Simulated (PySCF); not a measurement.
Gas-phase reaction: C3H4 (propyne) + 2 HF → C3H6 (propylene) + 2 F

Computed with PySCF (xtb for GFN2) and rigid-rotor harmonic-oscillator thermochemistry at 1 bar. Table values come from the NASA 1993 polynomials. † marks an energy on the PBE0/def2-TZVP geometry and frequencies; other levels use their own. MP2 and CCSD(T) freeze the core. 6-31G* has spherical d functions here. Open shells (unrestricted): F (multiplicity 2, electronic degeneracy 6); the rest are closed-shell singlets. GFN2 has no spin-polarisation term. Spin-orbit splitting is ignored; it lowers the true energy and changes the entropy of F. B3LYP is the form with VWN-RPA correlation. MP2 isn't extrapolated to the basis-set limit; its ΔH°(298 K) is 505.6 kJ in def2-SVP and 577.3 kJ in def2-TZVPP. CCSD(T) isn't extrapolated to the basis-set limit; its ΔH°(298 K) is 448.1 kJ in def2-SVP and 512.6 kJ in def2-TZVPP. The harmonic model lacks anharmonicity and excited electronic states, which grow with temperature; levels with a mode under 35 cm⁻¹ are left out. Internal rotation in C3H6 (propylene) is treated as a harmonic vibration of one conformer, which makes the entropy rough.

| level | ΔH°(298 K), kJ | minus table | ΔG°(2000 K), kJ |
|---|---|---|---|
| table | 539.1 | - | 558.6 |
| B3LYP/6-31G* | 412.7 | -126.4 | 432.1 |
| B3LYP/def2-TZVP† | 502.2 | -36.9 | 516.6 |
| CCSD(T)/def2-SVP† | 448.1 | -91.0 | 462.4 |
| CCSD(T)/def2-TZVPP† | 512.6 | -26.5 | 527.0 |
| GFN2-xTB | 400.1 | -139.0 | 417.2 |
| HF/def2-TZVP† | 259.6 | -279.5 | 273.9 |
| MP2/def2-TZVPP† | 577.3 | 38.2 | 591.7 |
| PBE0/def2-QZVP† | 502.0 | -37.1 | 516.3 |
| PBE0/def2-SVP† | 450.8 | -88.3 | 465.1 |
| r2SCAN/def2-TZVP† | 494.4 | -44.7 | 508.7 |
| LDA/def2-TZVP† | 638.8 | 99.7 | 653.1 |
